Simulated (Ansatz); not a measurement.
Frontier orbitals of `CC#[NH+]`.

The species carries charge 1 and has multiplicity 1. Geometry: relaxed with PBE0-D4/def2-TZVP. It is one conformer, not always the lowest. Basis def2-TZVPP, Ansatz 0.2.0.

| functional | HOMO (eV) | LUMO (eV) | gap (eV) |
| --- | --- | --- | --- |
| LDA (SPW92) | -15.94 | -8.07 | 7.87 |
| PBE | -15.86 | -7.89 | 7.97 |
| PBE0 | -17.31 | -6.72 | 10.59 |
| CAM-B3LYP | -18.74 | -5.49 | 13.25 |
| LC-ωPBE | -20.18 | -4.22 | 15.96 |
| ωB97M-V | -19.60 | -4.36 | 15.24 |
| HF | -20.78 | -2.28 | 18.50 |

A quarter of exact exchange (PBE0) shifts PBE's HOMO by −1.45 eV and its LUMO by +1.18 eV; full exchange at long range (ωB97M-V) shifts them by −3.74 and +3.53 eV. The gap opens from 7.96 to 15.24 eV, since occupied levels lose self-interaction and empty ones feel all the electrons.

LC-ωPBE has ω = 0.4 bohr⁻¹.
